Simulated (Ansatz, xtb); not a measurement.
## Two conformers of C4H9+

Structure X is `C[CH+]CC`, a singlet and structure Y is `C[CH+]CC`, a singlet. Both are isolated ions in the gas phase, relaxed with B3LYP/6-31G*.

X (Å):

```xyz
13

C    -1.6356   -0.6592   -0.4725
C    -1.2010   -1.6971   -1.3530
C    -1.0000   -3.0914   -0.9938
C    -0.1601   -0.1199   -0.0667
H    -2.1520    0.1667   -0.9665
H    -2.1403   -1.0003    0.4331
H    -0.9405   -1.4082   -2.3750
H    -1.7837   -3.6330   -1.5686
H    -1.1321   -3.3136    0.0667
H    -0.0610   -3.4947   -1.3971
H     0.4095   -0.8678    0.4861
H    -0.3861    0.7260    0.5908
H     0.4061    0.2426   -0.9267
```

Y (Å):

```xyz
13

C    -2.9304    0.1635   -2.8893
C    -1.5891    0.6053   -2.5632
C    -0.9511    0.4977   -1.2789
C     0.5837    0.4248   -1.2129
H    -3.4658    0.8901   -3.5167
H    -2.7662   -0.6960   -3.5799
H    -3.5209   -0.1836   -2.0393
H    -1.0222    1.1005   -3.3585
H    -1.2634    1.5334   -0.9406
H    -1.4781   -0.1778   -0.5954
H     1.0556    1.1488   -1.8839
H     0.9146    0.6307   -0.1931
H     0.9171   -0.5808   -1.4848
```

Problem. Estimate which is lower in electronic energy at CCSD(T)/def2-SVP + ΔMP2/def2-TZVPP, and by roughly how much.

Solution. Not settled: CCSD(T)/def2-SVP + ΔMP2/def2-TZVPP gives E(Y) − E(X) = +0.068 eV, but this leans on the basis-set step: CCSD(T) alone gives −0.001 eV.

How the difference moves with the method:

```
                             level      geometry  E(Y) − E(X) (eV)  departure from the last row (eV)  job, with rough time for the two
                      B3LYP/6-31G*  B3LYP/6-31G*              +0.038                            −0.029             optimisation, 1.8 min
                       HF/def2-SVP  B3LYP/6-31G*              −0.066                            −0.134           part of the CCSD(T) run
                      MP2/def2-SVP  B3LYP/6-31G*              +0.019                            −0.049           part of the CCSD(T) run
                  CCSD(T)/def2-SVP  B3LYP/6-31G*              −0.001                            −0.069                      single point
CCSD(T)/def2-SVP + ΔMP2/def2-TZVPP  B3LYP/6-31G*              +0.068                                                  single point, 52 s
```

HF/def2-SVP puts the two in the other order. MP2/def2-SVP, CCSD(T)/def2-SVP find them nearly level. The largest departure from CCSD(T)/def2-SVP + ΔMP2/def2-TZVPP is that of HF/def2-SVP, 0.134 eV. Levels run at GFN2-xTB geometries aren't shown. The last row adds to CCSD(T) the change of the MP2 difference between the two basis sets, here +0.069 eV.

With harmonic frequencies from B3LYP/6-31G* (ideal gas, rigid rotor, one conformer each, 200 K, 1 atm): the zero-point term adds −0.043 eV; ΔH is +0.024 and ΔG +0.027 eV.

The correlated steps freeze 4 core orbitals. Programs: Ansatz 0.2.0; the last row on 1 thread of Arm Neoverse V1 on a shared host.
